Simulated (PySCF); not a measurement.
**Bond length, frequency and bond energy of AlS by level of theory**

State: ²Σ⁺ (doublet), unpaired electrons σ ↑. Set-up: Al 3-21G, S 3-21G; no relativity (PySCF 2.14). De refers to Al + S in their high-spin ground configurations, without counterpoise correction. The functionals are run spin-unrestricted. A positive dipole means Al(−)S(+). Levels whose curve was spin-contaminated or gave no clean fit are not listed.

```tsv
Level	Re (Å)	ωe (cm⁻¹)	De (eV)	μ (D)
UHF	2.145	446	1.79	-5.25
UHF-CCSD	2.153	516	2.92	n/a
UHF-CCSD(T)	2.147	532	3.04	n/a
LDA	2.108	576	4.61	-3.68
PBE	2.127	558	4.01	-3.75
r²SCAN	2.110	582	4.00	-4.20
r²SCANh	2.107	582	3.86	-4.34
PBE0	2.114	566	3.65	-4.26
B97-3	2.119	563	3.70	-4.25
HSE06	2.116	563	3.66	-4.23
```

Task: Which functional lies closest to UHF-CCSD(T) in De, which farthest, and by how much do they differ from it?

Result: Closest is PBE0 (-3.3 pm in Re, +6.4 % in ωe, +0.61 eV in De against UHF-CCSD(T) in the same basis), farthest LDA (-3.9 pm in Re, +8.3 % in ωe, +1.57 eV in De). CCSD(T) converges more slowly with the basis than the functionals do and binds too weakly in this one, so the order can change at the basis-set limit.

Task: What does the gradient correction do here, going from LDA to PBE?

Result: PBE less LDA: +1.9 pm in Re, -3.1 % in ωe, -0.60 eV in De. The gradient correction favours the more uneven density of free atoms, so it tends to lengthen bonds and takes away much of the overbinding of LDA; so it does here.

Task: What does all correlation do here, going from UHF to UHF-CCSD(T)?

Result: UHF-CCSD(T) less UHF: +0.2 pm in Re, +19.3 % in ωe, +1.25 eV in De. Correlation nearly always deepens the well. The bond lengthens, as in strong covalent bonds, where excitations into antibonding orbitals dominate.

Correlated steps freeze 10 core orbitals. The CCSD T1 diagnostic is raised, a sign that a single reference may not be enough here. 3-21G is very small, so such numbers show the basis as much as the molecule. The state was picked by a PBE0 search and need not be the measured ground state.
